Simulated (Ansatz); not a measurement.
# CH6BN: the cost of one run

Program: Ansatz 0.2.0. Level of theory: RKS BLYP-D4/def2-TZVP. These are calculated values, not measurements.

### Step 1. The structure to begin with

Bond lengths: B1–H2 1.190 Å, B1–N3 1.550 Å, N3–H4 1.060 Å, N3–H5 1.060 Å, B1–C6 1.600 Å, C6–H7 1.110 Å, C6–H8 1.110 Å, C6–H9 1.110 Å. Angles: H2–B1–N3 120.0°, H2–B1–C6 120.0°, N3–B1–C6 120.0°, B1–N3–H4 120.0°, B1–N3–H5 120.0°, H4–N3–H5 120.0°, B1–C6–H7 109.5°, B1–C6–H8 109.5°, B1–C6–H9 109.5°, H7–C6–H8 109.4°, H7–C6–H9 109.4°, H8–C6–H9 109.4°.

Structure file:

```xyz
9

B     0.0000    0.0000    0.0000
H     0.0000    0.0000    1.1900
N     1.3423    0.0000   -0.7750
H     1.8089   -0.9179   -1.0268
H     1.7937    0.9179   -1.0532
C    -1.3856    0.0000   -0.8000
H    -1.9458   -0.9305   -0.5708
H    -1.9898    0.8797   -0.4946
H    -1.1839    0.0508   -1.8903
```

### Step 2. Relaxing the start

input.yaml

```yaml
crystal:
  periodic: [false, false, false]
  atoms:
    - { symbol: B, position_ang: [0.0, 0.0, 0.0] }
    - { symbol: H, position_ang: [0.0, 0.0, 1.19] }
    - { symbol: "N", position_ang: [1.3423, 0.0, -0.775] }
    - { symbol: H, position_ang: [1.8089, -0.9179, -1.0268] }
    - { symbol: H, position_ang: [1.7937, 0.9179, -1.0532] }
    - { symbol: C, position_ang: [-1.3856, 0.0, -0.8] }
    - { symbol: H, position_ang: [-1.9458, -0.9305, -0.5708] }
    - { symbol: H, position_ang: [-1.9898, 0.8797, -0.4946] }
    - { symbol: H, position_ang: [-1.1839, 0.0508, -1.8903] }
basis:
  gaussian: { orbitals: def2-TZVP }
hamiltonian:
  xc: blyp
  dispersion: d4
relax:
  f_tol: 0.02
  max_steps: 40
```

The run is started by

```sh
ansatz run input.yaml --threads 4 --pin off --max-ram 5120MiB --backend cpu --events-out ev --progress --plain --runs-dir out
```

**Question.** How long does this run take on 4 threads of Arm Neoverse V1, shared host, and how much memory does it need?

About 12 s, with a peak of 0.19 GiB.
